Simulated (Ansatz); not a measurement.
# SiP2H (doublet): from Hartree-Fock to the top rungs, cc-pVDZ

An exercise on one series of results from a longer session: the logs are not shown, and one member is left open.

The runs use Ansatz 0.2.0, Gaussian basis; cc-pVDZ, core rule «outside noble gas», up to 15 orbitals frozen.

Plan: UHF; CCSD(T) on ROHF; CCSD(T) on UHF; BCCD(T) on ROHF; CISD; CCSDT(Q) on ROHF; CCSDT(Q) on UHF.

25 further runs of the same task are left out: 11 that didn't finish, 14 set aside as unsound or not needed.

## What is computed

The geometry is a PBE0/def2-TZVP stationary point (not a proven minimum) of the parent state, kept for this charge and spin.

4 atoms, charge 0, spin multiplicity 2.

Atoms are counted from 1 here; the program's logs count them from 0.

Bond lengths: P1–Si2 2.115 Å, P1–H4 1.424 Å, Si2–P3 2.201 Å. Angles: Si2–P1–H4 96.7°, P1–Si2–P3 110.2°.

Set-up of the first run:

in.yaml

```yaml
crystal:
  periodic: [false, false, false]
  atoms:
    - {symbol: P, position_ang: [0.000000, -0.439635, 1.712071]}
    - {symbol: Si, position_ang: [0.000000, 0.841866, 0.028977]}
    - {symbol: P, position_ang: [0.000000, -0.342749, -1.826264]}
    - {symbol: H, position_ang: [0.000000, 0.584513, 2.701693]}
basis:
  gaussian: {orbitals: cc-pVDZ}
magnetization: {spin_polarized: true, initial_magnetization: 1}
hamiltonian: {xc: hf}
output: {orbitals: {seedname: orbitals}}
```

Launch:

```bash
$ ansatz run in.yaml --threads 1 --pin off --events-out ev --progress --plain --max-ram 2393MiB
```

Steps of the session up to this table: UHF; CCSD(T) on ROHF; CCSD(T) on UHF; BCCD(T) on ROHF; CISD; CCSDT(Q) on ROHF; CCSDT(Q) on UHF.

One of the session's tables, all rows but one given; the rest of the session is left out.

It belongs to the step «Misses and costs». 

| method | from RCCSDT(Q) (kJ/mol) |
| --- | --- |
| ROHF | +1021.8 |
| UHF | +864.7 |
| RMP2 | +197.6 |
| UMP2 | +213.4 |
| CISD | +229.1 |
| RCCSD | +76.5 |
| UCCSD | +64.4 |
| RCCSD(T) | ? |
| UCCSD(T) | +23.7 |
| BCCD(T) | +19.3 |
| RCCSDT | +8.7 |
| UCCSDT | +8.6 |
| RCCSDT(Q) | 0 |
| UCCSDT(Q) | +1.1 |

Q: Estimate the row for RCCSD(T) from the others.

**Answer.** from RCCSDT(Q) (kJ/mol): +14.8. In the column «from RCCSDT(Q) (kJ/mol)» it lies between RCCSDT (+8.7) and BCCD(T) (+19.3).

To keep in mind: The determinant is far from a pure spin state, so its energy mixes those of several spin states (harmless only where they are near-degenerate, as at dissociation). Warnings: spin contamination; large T1 diagnostic. Restricted and unrestricted rows rest on different reference determinants; where their highest levels disagree by more than a few hundredths of an eV, they describe different states and don't form one ladder.
